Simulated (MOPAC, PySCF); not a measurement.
H2O, SMILES `O`, neutral singlet in the gas phase. 

Z-matrix (Å, degrees):
```
O
H 1 0.9667
H 1 0.9667 2 103.09
```
Charge 0, multiplicity 1.

All levels are single points at this geometry (B3LYP-D3(BJ)/def2-SVP); Pople sets use spherical d functions. Orbital energies aren't observables, and empty levels follow the basis.

```csv
level,HOMO (eV),LUMO (eV),gap (eV),dipole (D),"vertical IE, Delta-SCF (eV)"
B3LYP-D3(BJ)/def2-TZVP in PySCF,-8.61,0.34,8.96,2.10,12.69
PBE-D3(BJ)/def2-TZVP in PySCF,-6.97,-0.08,6.89,2.05,12.67
B3LYP/3-21G in PySCF,-7.03,2.65,9.69,2.27,–
B3LYP/6-311+G** in PySCF,-8.79,0.48,9.27,2.19,–
B3LYP/6-31G* in PySCF,-7.91,1.79,9.70,2.10,12.37
BP86/6-31G* in PySCF,-6.31,1.28,7.60,2.08,–
M06-2X/6-31G* in PySCF,-10.22,3.21,13.42,2.16,–
PBE/6-31G* in PySCF,-6.17,1.21,7.38,2.06,12.33
HF/6-31G* in PySCF,-13.54,5.78,19.32,2.25,10.82
HF/STO-3G in PySCF,-10.66,16.29,26.95,1.72,–
AM1 in MOPAC,-12.46,4.39,16.84,1.87,–
PM3 in MOPAC,-12.34,4.03,16.36,1.77,–
PM6 in MOPAC,-11.77,3.99,15.76,2.15,–
```
